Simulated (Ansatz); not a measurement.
## Si3F2: from a trial structure to a relaxed crystal

All numbers below come from Ansatz 0.2.0, DFT PBE, scalar-relativistic, plane waves, PAW.

The start is a random cell of Si3F2 with space group Fmmm (No. 69), drawn with lower limits on the distances.

Input of the last, converged step (default PAW datasets):

```yaml
crystal:
  lattice:
    - [0.0, 3.5275984003, 5.4967752433]
    - [2.4885504066, 0.0, 5.4967752433]
    - [2.4885504066, 3.5275984003, 0.0]
  atoms:
    - { symbol: Si, position: [0.0, 0.0, 0.0] }
    - { symbol: Si, position: [0.3392529369, 0.6607470631, 0.3392529369] }
    - { symbol: Si, position: [0.6607470631, 0.3392529369, 0.6607470631] }
    - { symbol: F, position: [0.8469433066, 0.8469433066, 0.1530566934] }
    - { symbol: F, position: [0.1530566934, 0.1530566934, 0.8469433066] }
basis:
  ecutwfc: 420
kpoints:
  mp_grid: { grid: [10, 10, 10] }
hamiltonian:
  xc: pbe
scf:
  occupations: { method: gaussian, width: 0.1 }
output:
  forces: true
  stress: true
  eigenvalues: true
relax:
  adjacent_minimum: "off"
  f_tol: 0.01
  max_steps: 80
  cell: { stress_tol: 0.05 }
```

Launched as:

```bash
ansatz run input.yaml --threads 1 --pin off --max-ram 2560MiB --backend cpu --events-out ev --progress --plain --runs-dir out
```

Time: 3.5 min on 1 thread of Intel(R) Xeon(R) 6975P-C (Granite Rapids) (shared host), peak memory 0.62 GiB.

End of the output:

```
SCF converged after 6 iterations
Free energy (F): -3521.993887 eV
Harris-Foulkes:  -3521.993887 eV  (|F-HF|=8.19e-12)
Internal energy: -3521.977036 eV  (E = F + TS)
E sigma→0 (E₀):  -3521.985461 eV
Entropy (-TS):   -0.016850 eV (-3.370 meV/atom)
Fermi energy:    3.021519 eV
--- Per-component energies (eV) ---
  E_band       = -131.812955
  E_kinetic    = 534.496828
  E_local      = -1790.041630  (includes V_loc(G=0)·N_el)
  E_nonlocal   = 221.639837
  E_hartree    = 691.582345
  E_xc         = -324.155065
  E_vxc        = -343.359856  (∫ρ·V_xc dr)
  E_paw        = -1937.425204  (= ΣΔE_a)
  E_vpaw       = -137.717067  (= ΣTr[D̂ρ^β])
  E_aug_tail   = 0.004117  (compensation charges beyond the density's cutoff)
  E_ewald      = -918.078264
  E_smearing   = -0.016850  (= −TS)
  E_closure    = 0.000000  (closes the sum)
  Σ components = -3521.993887   (vs F -3521.993887, Δ=0.00e0)
--- Forces (eV/Å), atoms counted from 1 ---
  atom   1  Si     0.00000000     0.00000000     0.00000000
  atom   2  Si     0.00000000    -0.00026886     0.00000000
  atom   3  Si     0.00000000     0.00026886     0.00000000
  atom   4  F      0.00000000     0.00000000    -0.00059797
  atom   5  F      0.00000000     0.00000000     0.00059797
  max |Σ_I F_I| component: 0.00e0 eV/Å
--- Stress (GPa, compression-positive) ---
       -0.005202       0.000000       0.000000
        0.000000      -0.007456       0.000000
        0.000000       0.000000       0.029549
  P = ⅓ Tr σ = 0.0056 GPa (0.056 kbar)
--- Relaxed structure (18 steps of the walk, 18 accepted, 4 SCFs on fresh bases) ---
  F+E_penalty+E_count = -3521.99388651 eV   max|allowed force component| = 5.980e-4 eV/Å   (the final SCF, on the basis selected at the relaxed cell)
  cell:  # Å, volume = 100.6834 Å³
    - [0.0, 3.850347, 5.847345]
    - [2.235987, 0.0, 5.847345]
    - [2.235987, 3.850347, 0.0]
  atoms:
    - { symbol: Si, position: [0.000000, 0.000000, 0.000000] }
    - { symbol: Si, position: [0.333305, 0.666695, 0.333305] }
    - { symbol: Si, position: [0.666695, 0.333305, 0.666695] }
    - { symbol: F, position: [0.854777, 0.854777, 0.145223] }
    - { symbol: F, position: [0.145223, 0.145223, 0.854777] }
```

Total energies depend on the potentials used, so only differences within one code and one set of settings carry meaning.

The result has space group Fmmm (No. 69). Si on Wyckoff site a (1 atom of the primitive cell) has 2 F at 1.70 Å; around Si on Wyckoff site h (2 atoms of the primitive cell) lie 6 Si at 2.57–2.58 Å and 6 F at 3.08–3.09 Å; F is coordinated by 1 Si at 1.70 Å.

Against the elements it lies at -0.67 eV/atom. The zero of energy is the elements' standard structures at the same level (F₂ as a molecule); no fitted shifts are applied.

The k mesh leaves about 4 meV/atom of noise in metals. No dispersion correction is applied, so the spacing between layers, chains or molecules is poorly fixed, and with it the volume and density.

A structure relaxed within its symmetry needn't be a true minimum.